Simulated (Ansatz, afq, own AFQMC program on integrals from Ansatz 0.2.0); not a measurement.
Where AFQMC and coupled cluster stand for B2SiH, sextet

```xyz
4

B     0.0000   -0.3807    2.1502
B     0.0000    0.4056    0.7804
Si    0.0000   -0.0675   -1.1591
H     0.0000    1.6127    0.8640
```

Connectivity, by distances: B–BH–Si.

Basis cc-pVDZ. Noble-gas cores (and the filled d shells of Ga–Kr and In–Xe) are frozen. Integrals, coupled cluster, full CI and functionals: Ansatz 0.2.0; the random walks run on the same integrals in our own AFQMC program. The CISD trial takes its coefficients from CCSD amplitudes. Released means that phaseless walkers are propagated on without the constraint, phases kept. Uncertainties: one standard error, sampling alone.

Determinant: UHF, the one that the program's search chose, which needn't be the lowest solution. The geometry is a PBE0/def2-TZVP stationary point of this or a neighbouring charge and spin state.

No full CI on the walks' own integrals is used here; CCSDT(Q) serves as the reference and is uncertain by about the last step of the cluster series.

Cautions: another spin lies lower.

```
T1 diagnostic                               : 0.0342
weight of the determinant in the CISD state : 0.853
⟨S²⟩ of the determinant                     : 8.758
size of the correlated space                : 11 electrons in 44 orbitals
```

Reference: CCSDT(Q), correlation energy -5.570 eV. The released energy is read at 2.40 1/Eh (meV from the phaseless value at times in 1/Eh: -10 ± 13 at 0.24, -18 ± 15 at 0.51, -9 ± 11 at 0.99, -23 ± 12 at 1.62, -22 ± 16 at 2.40).

```tsv
level	E − E(reference) (kcal/mol)	share of correlation (%)
HF	128.45	0.00
MP2	30.90	75.94
CCSD	6.31	95.09
CCSD(T)	1.48	98.85
CCSDT	0.31	99.76
ph-AFQMC/CISD	0.36 ± 0.32	99.72
released AFQMC	-0.14 ± 0.36	100.11
```

A walk keeps the symmetry of its determinant, which the program's search chose and which needn't be the lowest solution, so a lower state of the same spin and another symmetry isn't excluded. Released energies are given only where the last usable release times agree within the noise; a slower fall can still hide under it.
